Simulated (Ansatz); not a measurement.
Rhombohedral A7 Sb was calculated with r²SCAN-D4 in Ansatz (PAW).

Numerical settings: plane-wave cutoff 560 eV, 16×16×16 k mesh, Fermi–Dirac smearing 0.05 eV, scalar-relativistic PAW data made under PBE.

The volume scan:

```
V (Å³/atom)  E − E_lowest (meV/atom)
-----------  -----------------------
29.560                          5.79
30.176                          1.37
30.791                          0.00
31.407                          1.20
32.023                          4.52
```

**Question.** Estimate the bulk modulus and its pressure derivative from these points.

**Answer.** V0 = 30.793 Å³/atom, B0 = 33.2 GPa, B′ = 8.1 (fit to the energies at full precision).

Shape and atoms are relaxed at each volume.

Measured, for comparison: bulk modulus 39.5 GPa (copied from a table, unchecked, extrapolated to 0 K and zero-point effects removed; as tabulated in Lejaeghere et al. (2013), arXiv:1204.2733). Computed (rounded) less measured: bulk modulus not scored (unchecked).

Note: the bulk modulus comes from volumes at which shape and atoms were relaxed.

Spin–orbit coupling is not included.

Ansatz is a program for electronic structure.
